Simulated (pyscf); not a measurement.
H₃Si–AsH₂ (SMILES [SiH3][AsH2]) + AsH₃ (SMILES [AsH3]) → H₂As–SiH₂–AsH₂ (SMILES [AsH2][SiH2][AsH2]) + H₂ (SMILES [H][H]) (four-centre exchange; singlet surface; H–Si, As–H broken, As–Si, H–H formed). Structures and frequencies: ωB97X-D3(BJ)/def2-SVP in PySCF. Energies in kJ/mol from the separated reactants.

```tsv
level	barrier	reaction energy
ωB97X-D3(BJ)/def2-TZVP	312.1	-28.5
PBE/def2-TZVP	269.0	-14.6
B3LYP-D3(BJ)/def2-TZVP	?	?
PBE0-D3(BJ)/def2-TZVP	284.2	-18.9
ωB97M-D3(BJ)/def2-TZVP	311.8	-8.1
HF/def2-TZVP	?	+18.2
```

Task: Fill in the missing entries.

Result: 
- B3LYP-D3(BJ)/def2-TZVP, barrier: 302.3
- B3LYP-D3(BJ)/def2-TZVP, reaction energy: -14.3
- HF/def2-TZVP, barrier: 438.6

The functionals in the table span 43.1 kJ/mol in this barrier, from PBE to ωB97X-D3(BJ)/def2-TZVP. From the product side, AsH₂• + •H₂Si–AsH₂ + H₂ lies, by one bond made or cut, 43.0 kJ/mol under this saddle at ωB97M-D3(BJ)/def2-TZVP. The same reactants have a lower exit, to H₃Si–AsH–AsH₂ + H₂ (barrier +260.5 kJ/mol at ωB97M-D3(BJ)/def2-TZVP, against +311.8 kJ/mol here). One saddle was located; it need not be the lowest between these sides. Elements up to Kr have no core potential and no relativistic terms here.
